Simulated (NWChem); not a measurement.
**AlCl (aluminium monochloride): levels of theory compared**

We compute a comparison of 4 runs (HF/STO-3G, HF/3-21G, B3LYP/6-31G*) of AlCl (aluminium monochloride). 

The results are computed with NWChem 7.3.0.

20 further runs of the same task are left out: 20 set aside as unsound or not needed.

**1. The structure to begin with**

AlCl: 2 atoms, total charge 0, spin state singlet. As SMILES, `[Al][Cl]`. The Al1–Cl2 distance was set to 3.195 Å, away from the relaxed value.

Bond lengths: Al1–Cl2 3.195 Å.

**2. The energy at HF/STO-3G (run 1)**

nw.xyz

```xyz
2
AlCl energy
Al     0.000000     0.000000    -1.065087
Cl     0.000000     0.000000     2.130113
```

nw.nw

```
start nw
title "AlCl energy"
memory stack 880 mb heap 220 mb global 1100 mb
charge 0

geometry noautosym nocenter noautoz
load nw.xyz
end

basis spherical bse
* library STO-3G
end

scf
thresh 1e-08
maxiter 80
print medium
end

task scf energy
```

Run with:

```console
$ nwchem nw.nw > nw.out
```

Standard output:

```text
[...]
  functions       =    18
[...]
  wavefunction    = RHF
[...]
         Total SCF energy =   -693.552730595390
      One-electron energy =  -1042.216452246663
      Two-electron energy =    312.062516083880
 Nuclear repulsion energy =     36.601205567393
        Time for solution =      0.1s
[...]
```

Run time: 0.7 s. Hardware: 1 thread of Intel Xeon 6975P-C (Granite Rapids), shared host; peak memory 0.097 GiB.

**3. A single-point energy at HF/3-21G (run 2)**

alcl.nw

```
start alcl
memory stack 880 mb heap 220 mb global 1100 mb

geometry noautosym nocenter noautoz
   Al     0.000000     0.000000    -1.065087
   Cl     0.000000     0.000000     2.130113
end

basis spherical bse
   * library 3-21G
end

scf
   thresh 1e-08
   maxiter 80
end

task scf energy
```

Run with:

```console
$ nwchem alcl.nw > alcl.out
```

Standard output:

```text
[...]
  functions       =    26
[...]
  wavefunction    = RHF
[...]
         Total SCF energy =   -697.902650850749
      One-electron energy =  -1042.551347732543
      Two-electron energy =    308.047491314402
 Nuclear repulsion energy =     36.601205567393
        Time for solution =      0.2s
[...]
```

Run time: 0.83 s. Hardware: 1 thread of Intel Xeon 6975P-C (Granite Rapids), shared host; peak memory 0.096 GiB.

Run 3 isn't shown in full; the table further down has it.

**4. A single-point energy at B3LYP/6-31G(d) (Cartesian functions) (run 4)**

run.py

```python
from ase import Atoms
from ase.calculators.nwchem import NWChem

system = Atoms(['Al', 'Cl'], positions=[
    [0.000000, 0.000000, -1.065087],
    [0.000000, 0.000000, 2.130113],
])

calc = NWChem(
    label='job',
    theory='dft',
    memory='2200 mb',
    basis='6-31G*',
    dft={'xc': 'b3lyp', 'mult': '1', 'grid': 'xfine', 'convergence': 'energy 1e-08', 'iterations': '100', 'mulliken': None},
    task='energy',
)
system.calc = calc

print(f"energy = {system.get_potential_energy():.6f} eV")
print("dipole (e A):", system.get_dipole_moment().round(4))
```

Run with:

```console
$ export ASE_NWCHEM_COMMAND="nwchem PREFIX.nwi > PREFIX.nwo"
$ python run.py
```

Standard output:

```text
energy = -19119.198397 eV
dipole (e A): [ 0.     -0.     -1.6815]
```

The calculator wrote job.nwi:

```
title "job"

permanent_dir job

scratch_dir job

start job

geometry units angstrom nocenter noautosym noautoz
  Al 0.0000000000000000e+00 0.0000000000000000e+00 -1.0650869999999999e+00
  Cl 0.0000000000000000e+00 0.0000000000000000e+00 2.1301130000000001e+00
end

memory 2200 mb

basis noprint
   * library 6-31G*
end

dft
  xc b3lyp
  mult 1
  grid xfine
  convergence energy 1e-08
  iterations 100
  mulliken
end

task dft energy
```

job.nwo:

```text
Northwest Computational Chemistry Package (NWChem) 7.3.0
             --------------------------------------------------------

           Job information
           ---------------

    nwchem branch   = 7.3.0
    use scalapack   = T
    input           = job.nwi
    prefix          = job.
    data base       = job/job.db
    status          = startup
    nproc           =        1

           Memory information
           ------------------

    heap     =     72089600 doubles =      550.0 Mbytes
    stack    =     72089597 doubles =      550.0 Mbytes
    global   =    144179200 doubles =     1100.0 Mbytes (distinct from heap & stack)
    total    =    288358397 doubles =     2200.0 Mbytes
    verify   = yes
    hardfail = no

[... 60 lines left out ...]
  convergence criterion.
[... 18 lines left out ...]
          Convergence on density requested:  1.00D-05
[... 24 lines left out ...]
          Convergence Information
[... 58 lines left out ...]
   convergence    iter        energy       DeltaE   RMS-Dens  Diis-err    time
[... 19 lines left out ...]
           Coulomb energy =      353.738162655874
[... 7 lines left out ...]
                       DFT Final Molecular Orbital Analysis
[... 281 lines left out ...]
 center of mass
 --------------
 x =   0.00000000 y =   0.00000000 z =   1.39554896

 moments of inertia (a.u.)
 ------------------
         555.261811819937           0.000000000000           0.000000000000
           0.000000000000         555.261811819937           0.000000000000
           0.000000000000           0.000000000000           0.000000000000

     Multipole analysis of the density
     ---------------------------------

     L   x y z        total         alpha         beta         nuclear
     -   - - -        -----         -----         ----         -------
     0   0 0 0     -0.000000    -15.000000    -15.000000     30.000000

     1   1 0 0      0.000000      0.000000      0.000000      0.000000
[... 8 lines of this table left out ...]
     2   0 0 2    -25.905058   -177.012255   -177.012255    328.119452

 Task  times  cpu:        2.2s     wall:        2.2s
 Total times  cpu:        2.2s     wall:        2.2s
```

Wall time 3.3 s (1 thread of Intel Xeon 6975P-C (Granite Rapids), shared host); peak memory 0.11 GiB.

**5. Overview of the runs**

| run | level | iteration cap | module | energy (Eh) | dipole moment (D) | HOMO energy (eV) | LUMO energy (eV) | wall time |
| --- | --- | --- | --- | --- | --- | --- | --- | --- |
| 1 | HF/STO-3G | 80 | scf | -693.552731 | 12.42 | -4.20 | 5.83 | 0.7 s |
| 2 | HF/3-21G | 80 | scf | -697.902651 | 9.89 | -9.11 | -0.64 | 0.83 s |
| 3 | B3LYP/6-31G* (spherical functions) | 100 | dft | -702.612211 | 8.05 | -6.28 | -3.23 | 2.9 s |
| 4 | B3LYP/6-31G* (Cartesian functions) | 100 | dft | -702.617587 | 8.08 | -6.28 | -3.22 | 3.3 s |

**6. Summary of results**

```
            quantity          value
 run 4: total energy  -702.61759 Eh
run 4: dipole moment         8.08 D
  run 4: HOMO energy       -6.28 eV
  run 4: LUMO energy       -3.22 eV
run 4: HOMO–LUMO gap        3.06 eV
```

**Reading.** The dipole moment (its size) runs from 8.05 D (B3LYP/6-31G*) to 12.42 D (HF/STO-3G). The two ends differ in method and basis. The HOMO–LUMO gap runs from 3.05 eV (B3LYP/6-31G*) to 10.03 eV (HF/STO-3G). In run 1 the basis is minimal, so the values are rough. All runs together took 7.7 s, the longest 3.3 s.
